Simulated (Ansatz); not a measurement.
Structural energy differences of osmium

All numbers below come from Ansatz 0.2.0, DFT, PBEsol, plane waves (420 eV) with PAW, scalar-relativistic. (PAW data from PBE, frozen cores regenerated.)

Each structure is relaxed within its own symmetry, so a high-lying one may be dynamically unstable.

(1) Rank these structures of osmium by energy per atom, lowest first.
A. A15
B. dhcp
C. simple cubic
D. diamond
E. omega (AlB2-type)
F. bcc
G. hcp
H. fcc

```json
{"structure": "hcp", "ΔE (meV/atom)": "0", "V (Å³/atom)": "13.89", "cell": "a = 2.730 Å, c = 4.305 Å (c/a = 1.577)", "magnetic state": "spin not included"}
{"structure": "dhcp", "ΔE (meV/atom)": "109", "V (Å³/atom)": "13.95", "cell": "a = 2.717 Å, c = 8.725 Å (c/a = 3.211)", "magnetic state": "spin not included"}
{"structure": "fcc", "ΔE (meV/atom)": "145", "V (Å³/atom)": "13.96", "cell": "a = 3.822 Å", "magnetic state": "spin not included"}
{"structure": "omega (AlB2-type)", "ΔE (meV/atom)": "380", "V (Å³/atom)": "14.28", "cell": "a = 4.285 Å, c = 2.693 Å (c/a = 0.628)", "magnetic state": "spin not included"}
{"structure": "A15", "ΔE (meV/atom)": "652", "V (Å³/atom)": "14.39", "cell": "a = 4.865 Å", "magnetic state": "spin not included"}
{"structure": "bcc", "ΔE (meV/atom)": "924", "V (Å³/atom)": "14.36", "cell": "a = 3.063 Å", "magnetic state": "spin not included"}
{"structure": "diamond", "ΔE (meV/atom)": "1506", "V (Å³/atom)": "20.82", "cell": "a = 5.502 Å", "magnetic state": "spin not included"}
{"structure": "simple cubic", "ΔE (meV/atom)": "1642", "V (Å³/atom)": "16.21", "cell": "a = 2.531 Å", "magnetic state": "spin not included"}
```

ΔE counts from hcp.

Differences under about 8 meV lie within the error of the k-point mesh.

Results:

(1) G (0 meV/atom), B (109 meV/atom), H (145 meV/atom), E (380 meV/atom), A (652 meV/atom), F (924 meV/atom), D (1506 meV/atom), C (1642 meV/atom).
